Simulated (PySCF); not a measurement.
Numbering as in the mapped SMILES `[CH3:1][P:2]([CH3:3])([CH3:4])=[NH:5]`; H(Xn) means a hydrogen on atom n.

Geometry: PBE0-D3(BJ)/def2-SVP; GIAO shifts from PySCF 2.14.0 with density-fitted response routines, gas phase, non-relativistic, averaged over equivalent atoms.

At HF/pcSseg-1 (142 basis functions, 5.3 s wall time on 1 thread of an Arm Neoverse V1, shared host):
| atoms | δ (ppm) |
| --- | --- |
| C1/C3/C4 | 19.0 |
| P2 | -8.0 |
| N5 | 25.7 |
| H(C1)/H(C3)/H(C4) | 1.06 |
| H(N5) | -0.76 |

Scale: 13C (σref 190.85) and 1H (σref 31.69) vs TMS; H3PO4 for 31P (σref 356.22); 15N (σref 265.72) vs NH3 (reference shieldings calculated alike).

Q: Estimate the result of repeating the calculation with OPBE/pcSseg-1.

A: 
| atoms | δ at OPBE/pcSseg-1 | change |
| --- | --- | --- |
| C1/C3/C4 | 20.6 | +1.6 |
| P2 | -26.0 | -18.0 |
| N5 | 46.8 | +21.1 |
| H(C1)/H(C3)/H(C4) | 1.18 | +0.12 |
| H(N5) | -0.35 | +0.41 |

Chemical shifts δ = σref − σ; TMS for 13C (185.13 ppm) and 1H (31.23 ppm); H3PO4 for 31P (323.91 ppm); 15N (264.09 ppm) against NH3, all at this level.

The largest change is at N5 (nitrogen bonded to P, H). Cost: 142 basis functions, 18 s wall time on 1 thread of an Arm Neoverse V1, shared host.

Experimental scales use liquid or dissolved standards, which lie at an offset from isolated NH3 (liquid NH3: subtract about 20 ppm) and H3PO4.
